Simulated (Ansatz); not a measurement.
# Elastic constant C44 of some elemental solids other than molecular ones

Method: PBE-D3(BJ) (PAW; Ansatz, a program for electronic structure). References are measured values at low temperature. The table is a random draw of 6 from 11 solids with such references.

Values in GPa.

| solid | reference | PBE-D3(BJ) | error (%) |
|---|---|---|---|
| hcp Zn | 45.9§¶ | 43.9 | -4.4 |
| hcp Ti | 51 | 44.8 | -12.2 |
| hcp Zr | 36.3 | 24.0 | -34 |
| diamond-structure Si | 80.2 | 76.4 | -4.7 |
| diamond | 579 | 574 | -0.9 |
| bcc Mo | 112¶ | 109 | -2.7 |

Over these 6 solids the mean error is -9.8 %, the mean absolute error 9.8 % (median 4.5 %), and the worst case hcp Zr at -34 %; the value is below the reference in 6 of 6 cases. Over all 11, from unrounded values, the mean error is -1.8 % and the mean absolute error 11.4 % (median 7.1 %). Caveats on values not shown: the dispersion coefficients are held fixed in the derivatives (5); shear constants of such metals converge slowly with the k mesh (2).

All these references are low-temperature values that still hold zero-point motion.

§ marks references from which a value of another source on file, of any temperature and not printed here, differs by over 15 %.

¶ marks references of a special kind: hcp Zn, 45.9 GPa (measured, 0 K, extrapolated to 0 K; zero-point effects included; as tabulated in Galib et al. (2023), arXiv:2209.08184); bcc Mo, 112 GPa (measured, 0 K, 300 K values taken to 0 K by the source's computed thermal shift; zero-point effects included; as tabulated in Gong and Corso (2024), arXiv:2406.16634).

Differences are worked out from the printed values.

Each level is taken at its own relaxed cell. Caveats: shear constants of such metals converge slowly with the k mesh (bcc Mo); the dispersion coefficients are held fixed in the derivatives (hcp Zn, hcp Ti, hcp Zr, diamond-structure Si, diamond, bcc Mo). Ansatz's density-functional and Hartree–Fock values are scalar-relativistic unless marked +SOC, with PAW data made under PBE.

Ansatz's runs of these crystals have no spin polarisation.

Not in this set, of the elemental solids other than molecular ones with a reference value in our tables and a result at some level: 14 for a reference at room or unstated temperature; 12 for no value at PBE-D3(BJ) (not run, a failed fit, an unstable or unbound cell, or a value held back for tests); 2 for a doubt noted on the run at PBE-D3(BJ); 1 for sources at odds. These can be a level's best or worst cases. Solids without a released value at any level aren't counted. Layered and molecular crystals are counted apart. The metals Ce to Yb are counted apart.

References as tabulated in Tanner et al. (2021), arXiv:2110.11888; Galib et al. (2023), arXiv:2209.08184; Ferrari et al. (2019), arXiv:1905.01197; Clouet (2012), arXiv:1210.1082 and others.
